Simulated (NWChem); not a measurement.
# doublet [S2F2]+ at 4 levels

We compute a comparison of 4 runs (UHF/STO-3G, UHF/def2-SVPD, UB3LYP/6-31G*, U-r2SCAN/def2-SVPD) of doublet [S2F2]+. 

The results are computed with NWChem 7.3.0.

29 further runs of the same task are left out: 29 set aside as unsound or not needed. Runs told in other sessions of the task aren't counted.

## Step 1: The system as given

The species is [S2F2]+ (4 atoms), meant as a doublet with charge +1. As SMILES of the parent species, `FS(F)=S`. The shape is that of a PBE0-D4/def2-TZVP optimisation. That shape belongs to the parent species and isn't relaxed for this state.

Bond lengths: F1–S2 1.606 Å, S2–F3 1.606 Å, S2–S4 1.859 Å. Angles: F1–S2–F3 92.0°, F1–S2–S4 107.9°, F3–S2–S4 107.9°.

## Step 2: The energy at UHF/STO-3G (run 1)

run.xyz

```xyz
4
F2S2 energy
F      0.734930     0.336790     1.199050
S     -0.480890    -0.090070     0.240730
F      0.313460    -1.382440    -0.286190
S     -0.567510     1.135710    -1.153590
```

run.py

```python
from ase.io import read
from ase.calculators.nwchem import NWChem

mol = read('run.xyz')

calc = NWChem(
    label='run',
    theory='scf',
    memory='2200 mb',
    basis='STO-3G',
    basispar='spherical bse',
    charge=1,
    scf={'nopen': '1', 'uhf': None, 'thresh': '1e-08', 'maxiter': '80'},
    task='energy',
)
mol.calc = calc

print("Total energy (eV):", round(mol.get_potential_energy(), 6))
```

Launch:

```sh
$ export ASE_NWCHEM_COMMAND="nwchem PREFIX.nwi > PREFIX.nwo"
$ python run.py
```

Log:

```text
Total energy (eV): -26723.286107
```

The calculator wrote run.nwi:

```
title "run"

permanent_dir run

scratch_dir run

start run

geometry units angstrom nocenter noautosym noautoz
  F  7.3492999999999997e-01 3.3678999999999998e-01 1.1990499999999999e+00
  S  -4.8088999999999998e-01 -9.0069999999999997e-02 2.4073000000000000e-01
  F  3.1346000000000002e-01 -1.3824399999999999e+00 -2.8619000000000000e-01
  S  -5.6750999999999996e-01 1.1357100000000000e+00 -1.1535899999999999e+00
end

charge 1

memory 2200 mb

basis spherical bse noprint
   * library STO-3G
end

scf
  nopen 1
  uhf
  thresh 1e-08
  maxiter 80
end

task scf energy
```

run.nwo:

```text
Northwest Computational Chemistry Package (NWChem) 7.3.0
             --------------------------------------------------------

           Job information
           ---------------

    nwchem branch   = 7.3.0
    use scalapack   = T
    input           = run.nwi
    prefix          = run.
    data base       = run/run.db
    status          = startup
    nproc           =        1

           Memory information
           ------------------

    heap     =     72089598 doubles =      550.0 Mbytes
    stack    =     72089595 doubles =      550.0 Mbytes
    global   =    144179200 doubles =     1100.0 Mbytes (distinct from heap & stack)
    total    =    288358393 doubles =     2200.0 Mbytes
    verify   = yes
    hardfail = no

[... 35 lines left out ...]
            Nuclear Dipole moment (a.u.)
[... 75 lines left out ...]
 1-e energy   =   -1817.501143
[... 7 lines left out ...]
         Quadratically convergent UHF
[... 15 lines left out ...]
       Final UHF  results
[... 3 lines left out ...]
      One electron energy =  -1831.735483434588
[... 1 line left out ...]
 Nuclear repulsion energy =    240.671059143061
[... 40 lines left out ...]
          Final beta eigenvalues
[... 152 lines left out ...]
                     UHF Final Beta Molecular Orbital Analysis
[... 157 lines left out ...]
   Mulliken analysis of the spin density
   -------------------------------------

    Atom       Charge   Shell Charges
 -----------   ------   -------------------------------------------------------
    1 F    9     0.07  -0.00 -0.00  0.07
    2 S   16    -0.13   0.00  0.00 -0.00  0.00 -0.13
    3 F    9     0.07  -0.00 -0.00  0.07
    4 S   16     1.00   0.00  0.00  0.02  0.01  0.97

       Multipole analysis of the density wrt the origin
       ------------------------------------------------

     L   x y z        total         alpha         beta         nuclear
     -   - - -        -----         -----         ----         -------
     0   0 0 0      1.000000    -25.000000    -24.000000     50.000000

     1   1 0 0     -0.707932      7.010142      6.150417    -13.868491
[... 8 lines of this table left out ...]
     2   0 0 2    -19.792499    -76.828227    -71.151781    128.187509

 Task  times  cpu:        1.7s     wall:        1.7s
 Total times  cpu:        1.7s     wall:        1.7s
```

Wall time 2.8 s (1 thread of Intel Xeon at 2.60GHz (Ice Lake), shared host); peak memory 0.098 GiB.

## Step 3: The energy at UHF/def2-SVPD (run 2)

run.py

```python
from ase import Atoms
from ase.calculators.nwchem import NWChem

system = Atoms(['F', 'S', 'F', 'S'], positions=[
    [0.734930, 0.336790, 1.199050],
    [-0.480890, -0.090070, 0.240730],
    [0.313460, -1.382440, -0.286190],
    [-0.567510, 1.135710, -1.153590],
])

calc = NWChem(
    label='f2s2',
    theory='scf',
    memory='2200 mb',
    basis='def2-SVPD',
    basispar='spherical bse',
    charge=1,
    scf={'nopen': '1', 'uhf': None, 'thresh': '1e-08', 'maxiter': '80', 'print': 'low'},
    task='energy',
)
system.calc = calc

print("Total energy (eV):", round(system.get_potential_energy(), 6))
```

Launch:

```sh
$ export ASE_NWCHEM_COMMAND="nwchem PREFIX.nwi > PREFIX.nwo"
$ python run.py
```

Log:

```text
Total energy (eV): -27023.774093
```

The calculator wrote f2s2.nwi:

```
title "f2s2"

permanent_dir f2s2

scratch_dir f2s2

start f2s2

geometry units angstrom nocenter noautosym noautoz
  F  7.3492999999999997e-01 3.3678999999999998e-01 1.1990499999999999e+00
  S  -4.8088999999999998e-01 -9.0069999999999997e-02 2.4073000000000000e-01
  F  3.1346000000000002e-01 -1.3824399999999999e+00 -2.8619000000000000e-01
  S  -5.6750999999999996e-01 1.1357100000000000e+00 -1.1535899999999999e+00
end

charge 1

memory 2200 mb

basis spherical bse noprint
   * library def2-SVPD
end

scf
  nopen 1
  uhf
  thresh 1e-08
  maxiter 80
  print low
end

task scf energy
```

f2s2.nwo:

```text
Northwest Computational Chemistry Package (NWChem) 7.3.0
             --------------------------------------------------------

           Job information
           ---------------

    nwchem branch   = 7.3.0
    use scalapack   = T
    input           = f2s2.nwi
    prefix          = f2s2.
    data base       = f2s2/f2s2.db
    status          = startup
    nproc           =        1

           Memory information
           ------------------

    heap     =     72089598 doubles =      550.0 Mbytes
    stack    =     72089595 doubles =      550.0 Mbytes
    global   =    144179200 doubles =     1100.0 Mbytes (distinct from heap & stack)
    total    =    288358393 doubles =     2200.0 Mbytes
    verify   = yes
    hardfail = no

[... 35 lines left out ...]
            Nuclear Dipole moment (a.u.)
[... 38 lines left out ...]
                                 NWChem SCF Module
                                 -----------------

                                       f2s2

  ao basis        = "ao basis"
  functions       =   100
  atoms           =     4
  alpha electrons =    25
  beta  electrons =    24
  charge          =   1.00
  wavefunction    = UHF
  input vectors   = atomic
  output vectors  = f2s2/f2s2.movecs
  use symmetry    = F
  symmetry adapt  = F

 Forming initial guess at       0.1s

 Starting SCF solution at       0.4s

  ga_iter_lsolve: convergence stagnant ... aborting solve

       Final UHF  results
       ------------------

         Total SCF energy =   -993.105388649845
      One electron energy =  -1840.789752884051
      Two electron energy =    607.013305091144
 Nuclear repulsion energy =    240.671059143061

                       Sz =      0.5000
                 Sz(Sz+1) =      0.7500
                      S^2 =      0.7710

        Time for solution =     36.9s

 Task  times  cpu:       37.2s     wall:       37.2s
 Total times  cpu:       37.2s     wall:       37.2s
```

It took 38 s on 1 thread of Intel Xeon at 2.60GHz (Ice Lake), shared host; peak memory 0.099 GiB.

Run 3 isn't shown in full; the table further down has it.

## Step 4: A single-point energy at U-r2SCAN/def2-SVPD (run 4)

run.py

```python
from ase import Atoms
from ase.calculators.nwchem import NWChem

molecule = Atoms(['F', 'S', 'F', 'S'], positions=[
    [0.734930, 0.336790, 1.199050],
    [-0.480890, -0.090070, 0.240730],
    [0.313460, -1.382440, -0.286190],
    [-0.567510, 1.135710, -1.153590],
])

calc = NWChem(
    label='f2s2',
    theory='dft',
    memory='2200 mb',
    basis='def2-SVPD',
    basispar='spherical bse',
    charge=1,
    dft={'xc': 'r2scan', 'mult': '2', 'grid': 'fine', 'convergence': 'energy 1e-08', 'iterations': '100', 'mulliken': None},
    task='energy',
)
molecule.calc = calc

print("Total energy (eV):", round(molecule.get_potential_energy(), 6))
```

Launch:

```sh
$ export ASE_NWCHEM_COMMAND="nwchem PREFIX.nwi > PREFIX.nwo"
$ python run.py
```

Log:

```text
Total energy (eV): -27078.498345
```

The calculator wrote f2s2.nwi:

```
title "f2s2"

permanent_dir f2s2

scratch_dir f2s2

start f2s2

geometry units angstrom nocenter noautosym noautoz
  F  7.3492999999999997e-01 3.3678999999999998e-01 1.1990499999999999e+00
  S  -4.8088999999999998e-01 -9.0069999999999997e-02 2.4073000000000000e-01
  F  3.1346000000000002e-01 -1.3824399999999999e+00 -2.8619000000000000e-01
  S  -5.6750999999999996e-01 1.1357100000000000e+00 -1.1535899999999999e+00
end

charge 1

memory 2200 mb

basis spherical bse noprint
   * library def2-SVPD
end

dft
  xc r2scan
  mult 2
  grid fine
  convergence energy 1e-08
  iterations 100
  mulliken
end

task dft energy
```

f2s2.nwo:

```text
Northwest Computational Chemistry Package (NWChem) 7.3.0
             --------------------------------------------------------

           Job information
           ---------------

    nwchem branch   = 7.3.0
    use scalapack   = T
    input           = f2s2.nwi
    prefix          = f2s2.
    data base       = f2s2/f2s2.db
    status          = startup
    nproc           =        1

           Memory information
           ------------------

    heap     =     72089598 doubles =      550.0 Mbytes
    stack    =     72089595 doubles =      550.0 Mbytes
    global   =    144179200 doubles =     1100.0 Mbytes (distinct from heap & stack)
    total    =    288358393 doubles =     2200.0 Mbytes
    verify   = yes
    hardfail = no

[... 90 lines left out ...]
  convergence criterion.
[... 17 lines left out ...]
          Convergence on gradient requested:  5.00D-04
[... 22 lines left out ...]
          Convergence aids based upon iterative change in
[... 30 lines left out ...]
 1-e energy   =   -1819.296704
[... 51 lines left out ...]
         Total DFT energy =     -995.116467826232
[... 2 lines left out ...]
    Exchange-Corr. energy =      -71.790276562938
[... 716 lines left out ...]
                     DFT Final Beta Molecular Orbital Analysis
[... 801 lines left out ...]
 center of mass
 --------------
 x =  -0.25214254 y =   0.25147172 z =  -0.21954180

 moments of inertia (a.u.)
 ------------------
         535.842895925500          74.786386769190        -109.586085011719
          74.786386769190         356.745892209946          92.192791163294
        -109.586085011719          92.192791163294         379.106598722920

     Multipole analysis of the density
     ---------------------------------

     L   x y z        total         alpha         beta         nuclear
     -   - - -        -----         -----         ----         -------
     0   0 0 0      1.000000    -25.000000    -24.000000     50.000000

     1   1 0 0     -1.011036      6.863097      5.994358    -13.868491
[... 8 lines of this table left out ...]
     2   0 0 2    -19.883620    -76.556476    -71.514654    128.187509

 Task  times  cpu:       32.0s     wall:       32.0s
 Total times  cpu:       32.0s     wall:       32.0s
```

It took 33 s on 1 thread of Intel Xeon at 2.60GHz (Ice Lake), shared host; peak memory 0.11 GiB.

## Step 5: Overview of the runs

```
run                                level  Cartesian functions  iteration cap  energy (Eh)  HOMO energy (eV)  LUMO energy (eV)   ⟨S²⟩  wall time
  1                           UHF/STO-3G                   no             80  -982.062659            -15.88             -3.80  0.759      2.8 s
  2                        UHF/def2-SVPD                   no             80  -993.105389                 –                 –  0.771       38 s
  3  UB3LYP/6-31G* (Cartesian functions)                  yes            100  -995.617296            -15.78            -13.10  0.755       26 s
  4                   U-r2SCAN/def2-SVPD                   no            100  -995.116468            -15.29            -13.79  0.759       33 s
```

## Step 6: Summary of results

```
                                 quantity          value
                      run 4: total energy  -995.11647 Eh
run 4: HOMO energy (highest over α and β)      -15.29 eV
 run 4: LUMO energy (lowest over α and β)      -13.79 eV
                              run 4: ⟨S²⟩          0.759
```

Totals of different functionals can't be ranked against each other. In run 1 the basis is minimal, so the values are rough. All runs together took 1.7 min, the longest 38 s.
